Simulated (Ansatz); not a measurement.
```yaml
crystal:
  periodic: [false, false, false]
  atoms:
    - {symbol: Ga, position_ang: [-0.714108, -0.048576, -0.083102]}
    - {symbol: C, position_ang: [1.059176, 0.321939, 0.593588]}
    - {symbol: O, position_ang: [2.153236, -0.070170, -0.047352]}
    - {symbol: H, position_ang: [2.597221, 0.637735, -0.573113]}
basis:
  gaussian: {orbitals: def2-TZVP}
hamiltonian: {xc: pbe0}
relax: {f_tol: 0.004, max_steps: 80}
```

```sh
$ ansatz run in.yaml --threads 1 --pin off --events-out ev --progress --plain --max-ram 2176MiB
```

Steps of the relaxation (energy above the last step; positions in Å, forces in eV/Å):

```
4
step 1, 219.0 meV
Ga   -0.714   -0.049   -0.083   -0.378    0.056    0.198
C     1.059    0.322    0.594    1.410   -0.466   -1.360
O     2.153   -0.070   -0.047   -0.650    0.574    0.717
H     2.597    0.638   -0.573   -0.382   -0.165    0.445
```

```
4
step 2, 119.1 meV
Ga   -0.772   -0.058   -0.039   -0.226    0.064    0.160
C     1.057    0.324    0.511    0.926   -0.401   -0.878
O     2.172   -0.071   -0.051   -0.532    0.372    0.526
H     2.639    0.646   -0.531   -0.168   -0.035    0.192
```

```
4
step 3, 26.3 meV
Ga   -0.865   -0.056    0.031    0.048    0.056    0.097
C     1.051    0.296    0.368   -0.014   -0.173   -0.226
O     2.220   -0.062   -0.026   -0.110    0.070    0.138
H     2.690    0.662   -0.484    0.076    0.047   -0.008
```

```
4
step 7, 0.4 meV
Ga   -0.957   -0.051    0.153   -0.006   -0.005    0.002
C     1.021    0.249    0.130    0.015    0.009   -0.004
O     2.256   -0.042    0.007   -0.021   -0.017    0.008
H     2.776    0.684   -0.400    0.012    0.014   -0.005
```

```
4
step 8, 0.3 meV
Ga   -0.959   -0.053    0.155    0.006   -0.002    0.002
C     1.020    0.253    0.125    0.000    0.009   -0.006
O     2.255   -0.042    0.006   -0.013   -0.024    0.010
H     2.779    0.683   -0.397    0.007    0.017   -0.006
```

```
4
step 14, 0.5 meV
Ga   -0.976   -0.059    0.222    0.059    0.007   -0.006
C     1.006    0.252   -0.010    0.122   -0.034    0.003
O     2.251   -0.036    0.019   -0.150    0.041   -0.006
H     2.814    0.684   -0.341   -0.031   -0.014    0.009
```

```
4
step 18, 0.0 meV
Ga   -0.969   -0.061    0.201    0.001    0.000    0.000
C     1.010    0.260    0.035    0.001    0.000    0.000
O     2.250   -0.039    0.013   -0.001   -0.002    0.001
H     2.804    0.681   -0.358    0.000    0.002   -0.001
```

Close pairs at the end: O3–H4 0.982 Å, C2–O3 1.275 Å, Ga1–C2 2.012 Å.

A stationary point of restricted PBE0 after 18 steps (its stability towards spin polarisation wasn't tested); no frequencies were run, so it isn't proven a minimum. 45 s on 1 thread of Intel Xeon Platinum 8488C, shared host.
